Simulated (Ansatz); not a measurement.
Species: CH$_{4}$N (charge 0, doublet). It need not be the lowest isomer of its formula. SMILES: C[NH]
Geometry from a B3LYP-D3(BJ)/def2-TZVP (Ansatz, a program for electronic structure) optimisation:
```xyz
6

C      0.0571     0.6220     0.0514
N     -0.0053    -0.8134     0.0521
H     -0.9486     1.0689     0.0351
H     -0.5105    -1.0936    -0.7957
H      0.5859     0.9841     0.9335
H      0.5674     1.0026    -0.8464
```
Charge 0, spin multiplicity 2.

Quantity: atomisation energy (electronic, to ground-state atoms), in kJ/mol. Valence correlation only, unless marked. Open shells are spin-unrestricted. Spin-orbit coupling is left out. No relativistic terms. The coupled-cluster limit lacks core correlation, which all-electron functionals hold. CBS marks a two-point X^-3 extrapolation of the correlation energy; Hartree-Fock from the larger set. [CCSD(T)-MP2]/basis is that difference in the basis named.

```
level            program  atomisation energy (kJ/mol)
---------------  -------  ---------------------------
HF/cc-pVDZ        Ansatz                       1383.6
BLYP/def2-TZVPD   Ansatz                       2003.0
```

**Question.** What does RI-MP2/CBS(aug-cc-pVTZ,aug-cc-pVQZ)+[CCSD(T)-MP2]/aug-cc-pVTZ (Ansatz) give?

**Answer.** 1984.1 kJ/mol
